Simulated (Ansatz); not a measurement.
**SiHClF (SMILES F[SiH]Cl): the vertical ionisation energy from total energies**

SiHClF has 4 atoms, charge 0, and is taken as a doublet. As SMILES, `F[SiH]Cl`. The coordinates come from a GFN2-xTB relaxation.

Both states at this one shape; open shells run unrestricted unless said. 1 Eh = 27.2114 eV.

```tsv
level	program	doublet SiHClF (Eh)	singlet SiHClF+ (Eh)
U-revPBE/STO-3G	Ansatz	-840.142967	-839.906517
UB3LYP/STO-3G	Ansatz	-840.307381	-840.057343
UBHLYP/STO-3G	Ansatz	-840.318769	-840.057059
UCAM-B3LYP/STO-3G	Ansatz	-840.248399	-839.992841
```

**Question.** Work out the vertical ionisation energy at each level.

**Answer.** 
1. U-revPBE/STO-3G: -839.906517 − (-840.142967) = 0.236450 Eh = 6.43 eV.
2. UB3LYP/STO-3G: -840.057343 − (-840.307381) = 0.250038 Eh = 6.80 eV.
3. UBHLYP/STO-3G: -840.057059 − (-840.318769) = 0.261710 Eh = 7.12 eV.
4. UCAM-B3LYP/STO-3G: -839.992841 − (-840.248399) = 0.255558 Eh = 6.95 eV.

No measured value is set beside it here; the levels span 6.43 to 7.12 eV. Minimal sets are far from the basis-set limit.
